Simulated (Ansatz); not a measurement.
**Relative stability**

The two ends of one reaction step of AlNH$_{6}$S, singlet (PBE0-D4/def2-TZVP).

A:

```xyz
9
angstrom
Al -0.5499 0.2533 -0.7370
S 1.1480 1.6916 -0.9635
H -0.4922 -1.0495 -1.6563
H -1.9345 0.9548 -0.3725
H -0.0002 0.1756 1.7758
N -0.0966 -0.5672 1.0899
H 1.9376 0.8161 -1.6068
H 0.7912 -1.0579 1.0488
H -0.8034 -1.2167 1.4217
```

B:

```xyz
9
angstrom
Al -0.8310 -0.2308 -0.5288
S 1.0787 1.5382 -0.8515
H -0.4925 -0.9705 -1.8986
H -1.9602 0.8860 -0.4039
H 1.0694 1.9666 0.4217
N -0.3667 -1.0756 0.9770
H 2.0856 0.6803 -0.6175
H 0.1406 -1.9445 1.0108
H -0.7240 -0.8496 1.8907
```

Ansatz 0.2.0; basis: def2-TZVPP; cores frozen in the correlated methods. B3LYP uses VWN-RPA correlation.

(1) Which structure is lower at CCSD(T), and by how much? (Judge from chemistry; the value comes from the calculation.)

T1 diagnostic: at most 0.011.

Answers

(1) Computed: A, by 26.18 kcal/mol (electronic energy, against the other). By their contacts, A is AlNH₆S ([NH3][AlH2][SH]) and B is AlNH₆S ([NH2][AlH2][SH2]).

All methods give the same order:

```json
{"method": "SPW92", "E(B) − E(A) (kcal/mol)": "25.80"}
{"method": "PBE-D4", "E(B) − E(A) (kcal/mol)": "25.28"}
{"method": "BLYP-D4", "E(B) − E(A) (kcal/mol)": "23.29"}
{"method": "r2SCAN-D4", "E(B) − E(A) (kcal/mol)": "26.43"}
{"method": "B97M-V", "E(B) − E(A) (kcal/mol)": "26.73"}
{"method": "PBE0-D4", "E(B) − E(A) (kcal/mol)": "26.87"}
{"method": "B3LYP-D4", "E(B) − E(A) (kcal/mol)": "24.72"}
{"method": "r2SCAN0-D4", "E(B) − E(A) (kcal/mol)": "27.36"}
{"method": "BHLYP-D4", "E(B) − E(A) (kcal/mol)": "26.32"}
{"method": "CAM-B3LYP-D4", "E(B) − E(A) (kcal/mol)": "24.96"}
{"method": "wB97X-V", "E(B) − E(A) (kcal/mol)": "25.96"}
{"method": "wB97M-V", "E(B) − E(A) (kcal/mol)": "25.64"}
{"method": "B2PLYP", "E(B) − E(A) (kcal/mol)": "25.40"}
{"method": "PBE-QIDH", "E(B) − E(A) (kcal/mol)": "27.62"}
{"method": "RPA on PBE", "E(B) − E(A) (kcal/mol)": "24.75"}
{"method": "HF", "E(B) − E(A) (kcal/mol)": "27.53"}
{"method": "MP2", "E(B) − E(A) (kcal/mol)": "26.51"}
{"method": "CCSD", "E(B) − E(A) (kcal/mol)": "26.24"}
{"method": "CCSD(T)", "E(B) − E(A) (kcal/mol)": "26.18"}
```

Labels in which every atom is bracketed show which atoms are joined, not bond orders.

For scale, one of the runs: CCSD(T)/def2-TZVPP, 199 basis functions, launched by `ansatz run in.yaml --threads 2 --pin off --events-out ev --progress --plain --max-ram 4352MiB`. Hardware: 2 CPU threads of an Arm Neoverse V1, shared host. Wall time 43 s; peak host memory 2.2 GiB.
